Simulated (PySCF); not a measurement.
**Working out the electron affinity of S**

S⁻ [Ne] 3s2 3p5 (2P) → S [Ne] 3s2 3p4 (3P). Calculation: PySCF 2.14, in aug-cc-pCVTZ-DK (8s7p5d3f, 75 functions); scalar relativity by spin-free X2C-1e. Frozen: nothing. Energies in hartree (1 hartree = 27.21139 eV):

| part | S⁻ (lower) | S (upper) |
| --- | --- | --- |
| UHF | -398.623100 | -398.591009 |
| MP2 opposite-spin | -0.360162 | -0.330587 |
| MP2 same-spin | -0.129760 | -0.120636 |

Q: What does Hartree-Fock give?

A: (-398.591009) − (-398.623100) = 0.032091 hartree = 0.873 eV.

Q: What do MP2 and SCS-MP2 (6/5 opposite-spin, 1/3 same-spin) give?

A: The opposite-spin parts differ by 0.805 eV and the same-spin parts by 0.248 eV. MP2: 0.873 + (0.805) + (0.248) = 1.926 eV. SCS-MP2: 0.873 + 1.2 × (0.805) + (0.248)/3 = 1.922 eV.

A first-order spin-orbit estimate adds -0.003 eV to MP2 (all electrons), giving 1.923 eV against 2.077 eV (measured; photodetachment measurements, as compiled on the Wikipedia data page of electron affinities).

What remains against the reference includes basis incompleteness and correlation beyond second order.
